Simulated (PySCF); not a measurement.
# F, F⁺: ionisation energy in jorge-DZP-DKH

Each state of fluorine is computed at each level; their differences give the ionisation energy. How far do the methods differ?

Program: PySCF 2.14.0. Level of theory: unrestricted determinants in a Gaussian basis, no spin-orbit coupling in the energies. These are calculated values, not measurements, unless marked.

**1. The atom as given**

```
Element                                   : fluorine (Z = 9)
Basis                                     : jorge-DZP-DKH (4s2p1d, 15 functions)
Hamiltonian                               : the spin-free X2C one-electron Hamiltonian (Gaussian nucleus)
State 1                                   : F: [He] 2s2 2p5, 2P determinant
State 2                                   : F⁺: [He] 2s2 2p4, high-spin 3P determinant
Methods                                   : UHF, MN15, PBE, MP2, CCSD(T)
Core shells frozen in the correlated runs : valence: 1s2 (for F)
```

Outer shells as boxes (Hund's rule):

F [He] 2s2 2p5
```
[He] core
2s [↑↓]
2p [↑↓][↑↓][↑ ]
```

F+ [He] 2s2 2p4
```
[He] core
2s [↑↓]
2p [↑↓][↑ ][↑ ]
```

One driver process ran all states and methods and kept the integrals in memory. Each run is shown as a PySCF script that sums up its settings (the driver passes frozen orbitals as a list and adds second-order terms of double hybrids); the logs are those of the runs themselves. The driver starts from symmetry-adapted Hartree-Fock orbitals, holds the occupation by maximum overlap and uses a logarithmic radial grid for functionals, so a plain start would take other cycles.

The driver's launch:

```bash
OMP_NUM_THREADS=1 python atomrun2.py TASK.json OUT
```

The integrals over 15 functions and the set-up took 0.03 s of CPU time.

**2. F: the ladder of methods**

#### UHF

File input.py:

```python
from pyscf import gto, scf, dft, mp, cc
import basis_set_exchange as bse
mol = gto.M(atom="F 0 0 0", charge=0, spin=1, symmetry="D2h",
            basis=gto.basis.parse(bse.get_basis("jorge-DZP-DKH", elements=["F"], fmt="nwchem", header=False)),
            nucmod="G")
mf = scf.UHF(mol).sfx2c1e()
mf.irrep_nelec = {'Ag': (2, 2), 'B1u': (1, 1), 'B2u': (1, 1), 'B3u': (1, 0)}
mf.kernel()
```

#### MN15

input.py, as changed from the run before:

```diff
@@ -5,3 +5,3 @@
             nucmod="G")
-mf = scf.UHF(mol).sfx2c1e()
+mf = dft.UKS(mol, xc="MN15").sfx2c1e()
 mf.irrep_nelec = {'Ag': (2, 2), 'B1u': (1, 1), 'B2u': (1, 1), 'B3u': (1, 0)}
```

#### PBE

input.py, as changed from the run before:

```diff
@@ -5,3 +5,3 @@
             nucmod="G")
-mf = dft.UKS(mol, xc="MN15").sfx2c1e()
+mf = dft.UKS(mol, xc="PBE").sfx2c1e()
 mf.irrep_nelec = {'Ag': (2, 2), 'B1u': (1, 1), 'B2u': (1, 1), 'B3u': (1, 0)}
```

#### MP2 (valence)

input.py, as changed from the run before:

```diff
@@ -5,4 +5,5 @@
             nucmod="G")
-mf = dft.UKS(mol, xc="PBE").sfx2c1e()
+mf = scf.UHF(mol).sfx2c1e()
 mf.irrep_nelec = {'Ag': (2, 2), 'B1u': (1, 1), 'B2u': (1, 1), 'B3u': (1, 0)}
 mf.kernel()
+mp.UMP2(mf, frozen=1).kernel()
```

#### CCSD(T) (valence)

input.py, as changed from the run before:

```diff
@@ -8,2 +8,3 @@
 mf.kernel()
-mp.UMP2(mf, frozen=1).kernel()
+mycc = cc.CCSD(mf, frozen=1).run()
+mycc.ccsd_t()
```

**3. F⁺, method by method**

#### UHF

File input.py:

```python
from pyscf import gto, scf, dft, mp, cc
import basis_set_exchange as bse
mol = gto.M(atom="F 0 0 0", charge=1, spin=2, symmetry="D2h",
            basis=gto.basis.parse(bse.get_basis("jorge-DZP-DKH", elements=["F"], fmt="nwchem", header=False)),
            nucmod="G")
mf = scf.UHF(mol).sfx2c1e()
mf.irrep_nelec = {'Ag': (2, 2), 'B1u': (1, 0), 'B2u': (1, 1), 'B3u': (1, 0)}
mf.kernel()
```

#### MN15

input.py, as changed from the run before:

```diff
@@ -5,3 +5,3 @@
             nucmod="G")
-mf = scf.UHF(mol).sfx2c1e()
+mf = dft.UKS(mol, xc="MN15").sfx2c1e()
 mf.irrep_nelec = {'Ag': (2, 2), 'B1u': (1, 0), 'B2u': (1, 1), 'B3u': (1, 0)}
```

#### PBE

input.py, as changed from the run before:

```diff
@@ -5,3 +5,3 @@
             nucmod="G")
-mf = dft.UKS(mol, xc="MN15").sfx2c1e()
+mf = dft.UKS(mol, xc="PBE").sfx2c1e()
 mf.irrep_nelec = {'Ag': (2, 2), 'B1u': (1, 0), 'B2u': (1, 1), 'B3u': (1, 0)}
```

#### MP2 (valence)

input.py, as changed from the run before:

```diff
@@ -5,4 +5,5 @@
             nucmod="G")
-mf = dft.UKS(mol, xc="PBE").sfx2c1e()
+mf = scf.UHF(mol).sfx2c1e()
 mf.irrep_nelec = {'Ag': (2, 2), 'B1u': (1, 0), 'B2u': (1, 1), 'B3u': (1, 0)}
 mf.kernel()
+mp.UMP2(mf, frozen=1).kernel()
```

#### CCSD(T) (valence)

input.py, as changed from the run before:

```diff
@@ -8,2 +8,3 @@
 mf.kernel()
-mp.UMP2(mf, frozen=1).kernel()
+mycc = cc.CCSD(mf, frozen=1).run()
+mycc.ccsd_t()
```

What does the calculation give?

**Answer**, as computed:

| quantity | value |
| --- | --- |
| ionisation energy, F | UHF 15.684, CCSD(T) (valence) 16.795 eV; reference 17.427 |

Each level's miss and price (over 1 difference):

```csv
method,mean absolute miss against the measured value (with the measured fine structure taken into account where it is known) (eV),"CPU time, both states (s)"
UHF,1.743,0.08
MN15,0.105,0.22
PBE,0.105,0.11
MP2 (valence),0.583,0.08
SCS-MP2 (valence),0.640,0.08
CCSD (valence),0.653,
CCSD(T) (valence),0.632,0.19
```

**Reading.** Against experiment PBE comes closest (off by 0.10 eV), level with MN15 and UHF is farthest (1.74 eV). Hartree-Fock falls short because the species with more electrons holds more correlation energy, which it lacks. PBE is off by +0.10 eV. All values hold for this basis alone; no basis-set limit was taken.
